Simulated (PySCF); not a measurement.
How good is the calculation?

Mapped SMILES: `[CH3:1][CH2:2][C:3](=[O:4])[Cl:5]`. Each H is labelled by its parent atom.

PySCF calculation with NMR shieldings at B97-2/pcSseg-2/GIAO and structure optimised with PBE0-D3(BJ)/def2-TZVP; no solvent model, rapidly exchanging positions averaged, one computed conformer, relativity neglected.

Reference values: measured (liquid, neat, 295 K; 17O NMR survey of organic solvents and oxofluorinated compounds, PMC5915748).
```
atoms                 quantity  reference  computed  computed, scaled
   O4  δ ¹⁷O vs D2O (external)      501.4         –             494.0
```

Reference values: measured (solution, not stated per compound (mostly CDCl3 or CCl4); Pretsch, Buehlmann, Badertscher, Structure Determination of Organic Compounds, 4th ed. (2009)).
```tsv
atoms	quantity	reference	computed	computed, scaled
C2	δ ¹³C	41.0	44.9	41.3
C1	δ ¹³C	9.3	11.7	9.2
H(C2)	δ ¹H	2.93	2.97	2.93
H(C1)	δ ¹H	1.24	1.09	1.16
```

Computed shifts are σ(ref) − σ with the named reference compound (TMS for H and C) calculated as an isolated molecule at the same level. The measured values may be among those fitted. Expected solution values come from regression of measured δ (H and C: mostly CDCl3, vs TMS) on computed σ: ¹³C: δ = 176.83 − 0.965σ -4.5 per attached Cl (rms 2.0 ppm, 507 shifts, 2.1 ppm with the 1 outlier that the fit left out); ¹H: δ = 29.81 − 0.938σ (rms 0.14 ppm, 293 shifts, 0.16 ppm with the 4 outliers that the fit left out); ¹⁷O: δ = 275.01 − 0.945σ (rms 12.8 ppm, 79 shifts vs liquid water, solution or neat liquid). A few per cent of atoms miss by over 2 rms, more outside the fitted compound classes.

(1) How far are the unscaled ¹³C shifts from the references?

(2) How far are the unscaled ¹H shifts from the references?

Results:

(1) Mean signed difference +3.15 ppm, mean absolute 3.15 ppm over 2 comparisons; the largest is +3.9 ppm at C2 (sp3 CH2 α to a carbonyl).

(2) Mean signed difference -0.05 ppm, mean absolute 0.09 ppm over 2 comparisons; the largest is -0.15 ppm at H(C1) (hydrogen on a methyl carbon).
